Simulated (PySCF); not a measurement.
Molecule: `InChI=1S/C4H3ClS/c5-4-1-2-6-3-4/h1-3H`.

Geometry:
```tsv
atom	x (Å)	y (Å)	z (Å)
Cl1	-2.194	-1.428	0.181
C2	-0.834	-0.379	0.059
C3	0.509	-0.855	0.023
C4	1.403	0.176	-0.075
S5	0.621	1.704	-0.123
C6	-0.933	0.986	-0.011
H7	0.778	-1.910	0.067
H8	2.489	0.116	-0.121
H9	-1.839	1.589	-0.001
```

Geometry PBE0-D3(BJ)/def2-SVP throughout; GIAO in PySCF 2.14, gas phase, one conformer, non-relativistic; equivalent atoms averaged; basis pcSseg-2.

For orientation, BLYP gives these absolute shieldings σ: Cl1 700.6, C4 41.3, C2 33.9, C6 47.3, C3 39.6, S5 216.9, H8 24.26, H9 24.48, H7 24.35 ppm.

A run gave: Cl1 745.3, C4 47.3, C2 43.0, C6 52.6, C3 46.7, S5 261.6, H8 23.91, H9 24.11, H7 24.08 ppm (absolute shieldings σ).

Which functional was used in that run?
A. B97-D
B. KT2
C. BP86
D. PBE0
E. PBE

Results:

D. S5 tells them apart best: PBE0 gives 261.6, BP86 gives 235.9, KT2 gives 289.2, B97-D gives 249.6, PBE gives 240.6 ppm.
